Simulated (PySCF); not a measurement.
# H₂CO: how level, basis and relativity move the structure

Each row is its own optimisation.

Each entry is the lowest minimum that a search over a few typed start shapes (and spin states, where more than one is plausible) found, or that minimum re-optimised at the stated level; isomers with ligand–ligand bonds, or fragments after loss of a ligand pair, can lie lower. Open shells are unrestricted; no spin–orbit coupling; PySCF with density fitting.

```csv
level,2S+1,point group,mean bond to C (Å),gap (eV),dipole (D),atomisation (kJ/mol),highest ω (cm⁻¹)
B3LYP/def2-TZVP (no relativity),1,C2v,1.138,6.02,2.33,1560,2938
PBE/def2-TZVP (no relativity),1,C2v,1.149,3.61,2.16,1613,2836
PBE0/def2-TZVP (no relativity),1,C2v,1.138,6.57,2.31,1556,2962
```

Across these levels the mean bond spreads over 0.011 Å and the highest wavenumber over 126 cm⁻¹; all give the same point group.

Levels that gave another bonding pattern or an unsound solution are left out.
